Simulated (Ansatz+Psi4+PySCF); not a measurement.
Results of a calculation; reference values are marked as such.
This Psi4 input gave a total energy of -76.08397 hartree.

```
molecule {
0 1
O 0.000000 0.000000 0.119260
H 0.000000 2.289720 -1.669660
H 0.000000 -0.763240 -0.477050
}

set basis cc-pVTZ
set reference rhf
set scf_type pk
set mp2_type conv
set cc_type conv
set num_frozen_docc 1
energy('mp2')
```

Question: Write an input for Ansatz with the same method and basis set.

Answer:

```yaml
crystal:
  periodic: [false, false, false]
  atoms:
    - { symbol: O, position_ang: [0.0, 0.0, 0.11926] }
    - { symbol: H, position_ang: [0.0, 2.28972, -1.66966] }
    - { symbol: H, position_ang: [0.0, -0.76324, -0.47705] }
basis:
  gaussian: { orbitals: cc-pVTZ }
hamiltonian:
  xc: hf
correlation:
  method: mp2
  frozen_orbitals: { H: 0, O: 1 }
scf:
  omitted_lower_state_checks: [stability, starts, atomic_configurations, cluster_reference, orbital_swaps, given_window_search, neighbouring_geometries, increment]
```

Ansatz (development build ahead of 0.2.0) gave -76.08397 hartree, 0.04 meV from the first. Caution: large amplitudes, a single reference is doubtful; an unrestricted determinant lies well below.
